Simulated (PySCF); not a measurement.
**Cost of excited-state runs on SMILES O=C/C=C(/[O-])Cl, [C3H2ClO2]-, charge -1**

Molfile (atoms numbered from 1):
```
C3H2ClO2
     RDKit          3D

  8  7  0  0  0  0  0  0  0  0999 V2000
   -1.7428    0.3717    0.5225 O   0  0  0  0  0  0  0  0  0  0  0  0
   -0.7860    1.1450    0.4242 C   0  0  0  0  0  0  0  0  0  0  0  0
    0.5766    0.7717    0.4343 C   0  0  0  0  0  0  0  0  0  0  0  0
    1.6990    1.5807    0.3285 C   0  0  0  0  0  0  0  0  0  0  0  0
    2.8774    1.3611    0.3264 O   0  0  0  0  0  0  0  0  0  0  0  0
    1.2725    3.4613    0.1447 Cl  0  0  0  0  0  0  0  0  0  0  0  0
   -0.9736    2.2314    0.3178 H   0  0  0  0  0  0  0  0  0  0  0  0
    0.8057   -0.2852    0.5374 H   0  0  0  0  0  0  0  0  0  0  0  0
  1  2  2  0
  2  3  1  0
  3  4  2  0
  4  5  1  0
  4  6  1  0
  2  7  1  0
  3  8  1  0
M  CHG  1   5  -1
M  END
```

PySCF with density fitting, on 1 thread of an Arm Neoverse V2, shared host. Command: `OMP_NUM_THREADS=1 python excited_run.py task.json out`

Problem. How long does each of these runs take, and how much memory?
- first hyperpolarisability, CAM-B3LYP/aug-cc-pVTZ; usual settings
- excited states, wB97X-D/def2-TZVPD; Tamm-Dancoff; spin-orbit couplings; 6 states; 5 triplets; quadratic response for 4 states; IEF-PCM cyclohexane
- excited states, wB97X-D/def2-TZVPD; Tamm-Dancoff; spin-orbit couplings; 6 states; 5 triplets; quadratic response for 4 states
- excited states, CAM-B3LYP/aug-cc-pVTZ; two-photon moments; 8 states; quadratic response for 6 states; 0 triplets

Solution. 
```
                      run                  level  basis functions  wall time  peak memory (GiB)
first hyperpolarisability  CAM-B3LYP/aug-cc-pVTZ              326       49 s                1.1
           excited states     wB97X-D/def2-TZVPD              255       35 s               0.86
           excited states     wB97X-D/def2-TZVPD              255       34 s               0.85
           excited states  CAM-B3LYP/aug-cc-pVTZ              326       65 s                1.1
```
Times from a shared host are rough.
